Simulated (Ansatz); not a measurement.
**C₄H₅FS: a ladder of functionals and wavefunction methods**

An exercise on one series of results from a longer session: the logs are not shown, and one member is left open.

Method: functionals in def2-TZVPP, the program's frozen cores in correlated methods; program: Ansatz 0.2.0, Gaussian basis.

Levels to be run: PBE-D4, r2SCAN-D4, PBE0-D4, B3LYP-D4, ωB97X-V, ωB97M-V, B2PLYP; CCSD(T)/def2-TZVPP; MP2/def2-QZVPP; extrapolation to the limit.

**Structure used throughout**

An earlier PBE0-D4 in a triple-zeta def2 set relaxation fixed the geometry.

SMILES `C=C(C=S)CF`, 11 atoms, charge 0, spin multiplicity 1.

Atoms are counted from 1 here; the program's logs count them from 0.

Bond lengths: C1–C2 1.338 Å, C1–H7 1.082 Å, C1–H8 1.084 Å, C2–C3 1.447 Å, C2–C5 1.495 Å, C3–S4 1.619 Å, C3–H9 1.092 Å, C5–F6 1.377 Å, C5–H10 1.094 Å, C5–H11 1.094 Å. Angles: C2–C1–H7 121.4°, C2–C1–H8 120.5°, H7–C1–H8 118.1°, C1–C2–C3 119.4°, C1–C2–C5 122.4°, C3–C2–C5 118.2°, C2–C3–S4 125.8°, C2–C3–H9 114.4°, S4–C3–H9 119.9°, C2–C5–F6 110.9°, C2–C5–H10 110.4°, C2–C5–H11 110.4°, F6–C5–H10 108.6°, F6–C5–H11 108.6°, H10–C5–H11 107.8°.

Set-up of the first run:

Contents of in.yaml:

```yaml
crystal:
  periodic: [false, false, false]
  atoms:
    - {symbol: C, position_ang: [-1.009698, -1.040240, -0.350192]}
    - {symbol: C, position_ang: [-0.097746, -0.083256, -0.144123]}
    - {symbol: C, position_ang: [0.367917, 0.707943, -1.262586]}
    - {symbol: S, position_ang: [1.462846, 1.898529, -1.188687]}
    - {symbol: C, position_ang: [0.467794, 0.206540, 1.209236]}
    - {symbol: F, position_ang: [-0.080188, -0.625637, 2.160210]}
    - {symbol: H, position_ang: [-1.380171, -1.651444, 0.462638]}
    - {symbol: H, position_ang: [-1.398603, -1.223760, -1.345184]}
    - {symbol: H, position_ang: [-0.084782, 0.443723, -2.220741]}
    - {symbol: H, position_ang: [1.552825, 0.067312, 1.206649]}
    - {symbol: H, position_ang: [0.265206, 1.243291, 1.493483]}
basis:
  gaussian: {orbitals: def2-TZVPP}
hamiltonian: {xc: pbe, dispersion: d4}
output: {forces: true, orbitals: {seedname: orbitals}}
```

The run is started by

```
> ansatz run in.yaml --threads 4 --pin off --events-out ev --progress --plain --max-ram 10444MiB
```

Among the steps run: PBE-D4 (GGA); r2SCAN-D4 (meta-GGA); PBE0-D4 (hybrid); B3LYP-D4 (hybrid); ωB97X-V (range-separated); ωB97M-V (range-separated); B2PLYP (double hybrid); CCSD(T) in def2-TZVPP; MP2 in def2-QZVPP.

One table of the session follows, with a row left open; its other results are not shown here.

| method | atomisation energy (eV) |
| --- | --- |
| PBE-D4 | 48.640 |
| r2SCAN-D4 | 47.215 |
| PBE0-D4 | 47.443 |
| B3LYP-D4 | 46.945 |
| ωB97X-V | 46.895 |
| ωB97M-V | 47.054 |
| B2PLYP | 46.478 |
| HF/def2-TZVPP | 33.649 |
| MP2/def2-TZVPP | ? |
| CCSD/def2-TZVPP | 44.693 |
| CCSD(T)/def2-TZVPP | 45.637 |
| MP2/CBS | 47.988 |
| CCSD(T)/CBS | 46.836 |

Q: Estimate the row for MP2/def2-TZVPP from the others.

The run gave: atomisation energy (eV): 46.789. In the column «atomisation energy (eV)» it lies between B2PLYP (46.478) and CCSD(T)/CBS (46.836).

To keep in mind: Free atoms (4 C, 1 S, 1 F, 5 H) were run apart at each level; the atomisation energy is their sum less the molecule, without zero-point or spin-orbit terms.
